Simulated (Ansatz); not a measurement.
Cost and result for the atomization energy of C2HClF2O (`O=CC(F)(F)Cl`) (7 atoms, 6 bonds).

Total charge 0; spin multiplicity 1. All single points use the PBE0-D4/def2-TZVP geometry. It is one conformer, not always the lowest. Program: Ansatz. All runs use 4 threads of an Intel Xeon on a shared host. Times are those of one run each, without the atoms' runs, and a repeat can differ threefold. Electronic energies, without spin–orbit coupling; frozen cores. CCSD(T)/CBS adds CCSD(T) − MP2 in def2-TZVPP to the MP2 limit, and its time is that of the two runs behind it. T1 = 0.013. B3LYP takes the VWN-RPA correlation (the form of Gaussian; ORCA's B3LYP/G). HSE06 is the plane-wave form, built on full-range PBE exchange.

CCSD(T)/CBS is a level of theory with its own doubt, some kJ/mol a heavy atom from the limit and from the frozen cores, so smaller differences don't rank the functionals.

```
                            level  functions  wall time
           LDA (SPW92)/def2-TZVPP        211      7.6 s
               BLYP-D4/def2-TZVPP        211      9.1 s
               PBE0-D4/def2-TZVPP        211       11 s
             revPBE-D4/def2-TZVPP        211       11 s
            r2SCANh-D4/def2-TZVPP        211       16 s
              HSE06-D4/def2-TZVPP        211       16 s
B3LYP-D4/def2-TZVPP (with forces)        211       17 s
                 CCSD(T)/def2-SVP         93       19 s
                B97M-V/def2-TZVPP        211       20 s
              PBE-QIDH/def2-TZVPP        211       21 s
                   MP2/def2-QZVPP        385       36 s
               CCSD(T)/def2-TZVPP        211    3.1 min
                CCSD(T)/CBS(def2)          –    3.7 min
```

Question: What atomization energy does each give, and how far from CCSD(T)/CBS? (Estimate.)

Answer: The calculation gave: 
```json
{"level": "LDA (SPW92)/def2-TZVPP", "atomization (kcal/mol)": "824.6", "difference from CCSD(T)/CBS": "154.6", "per bond": "25.8"}
{"level": "BLYP-D4/def2-TZVPP", "atomization (kcal/mol)": "679.1", "difference from CCSD(T)/CBS": "9.1", "per bond": "1.5"}
{"level": "PBE0-D4/def2-TZVPP", "atomization (kcal/mol)": "678.5", "difference from CCSD(T)/CBS": "8.5", "per bond": "1.4"}
{"level": "revPBE-D4/def2-TZVPP", "atomization (kcal/mol)": "683.1", "difference from CCSD(T)/CBS": "13.1", "per bond": "2.2"}
{"level": "r2SCANh-D4/def2-TZVPP", "atomization (kcal/mol)": "668.0", "difference from CCSD(T)/CBS": "-2.0", "per bond": "-0.3"}
{"level": "HSE06-D4/def2-TZVPP", "atomization (kcal/mol)": "679.5", "difference from CCSD(T)/CBS": "9.5", "per bond": "1.6"}
{"level": "B3LYP-D4/def2-TZVPP (with forces)", "atomization (kcal/mol)": "666.4", "difference from CCSD(T)/CBS": "-3.6", "per bond": "-0.6"}
{"level": "CCSD(T)/def2-SVP", "atomization (kcal/mol)": "634.1", "difference from CCSD(T)/CBS": "-35.9", "per bond": "-6.0"}
{"level": "B97M-V/def2-TZVPP", "atomization (kcal/mol)": "673.6", "difference from CCSD(T)/CBS": "3.6", "per bond": "0.6"}
{"level": "PBE-QIDH/def2-TZVPP", "atomization (kcal/mol)": "667.1", "difference from CCSD(T)/CBS": "-2.9", "per bond": "-0.5"}
{"level": "MP2/def2-QZVPP", "atomization (kcal/mol)": "695.9", "difference from CCSD(T)/CBS": "25.9", "per bond": "4.3"}
{"level": "CCSD(T)/def2-TZVPP", "atomization (kcal/mol)": "648.5", "difference from CCSD(T)/CBS": "-21.5", "per bond": "-3.6"}
{"level": "CCSD(T)/CBS(def2)", "atomization (kcal/mol)": "670.0", "difference from CCSD(T)/CBS": "0.0", "per bond": "0.0"}
```

From PBE to PBE0 (25 % exact exchange), in def2-TZVPP and without D4, the atomization energy moves by −32.4 kcal/mol: exact exchange takes away binding that semilocal exchange gives to molecules. The D4 term adds +5.7 kcal/mol with B3LYP and +2.9 kcal/mol with PBE0; it sums over pairs of atoms, weighted by their polarisabilities, and B3LYP, whose exchange is more repulsive, gets the larger term. Leaving LDA and LC-ωPBE aside and taking each functional with its dispersion term where it has one, the values, not all of them listed here, spread over 87.3 kcal/mol, from BHLYP-D4 to PBE-D4. LDA lies +116.7 kcal/mol from PBE without D4, its usual overbinding.
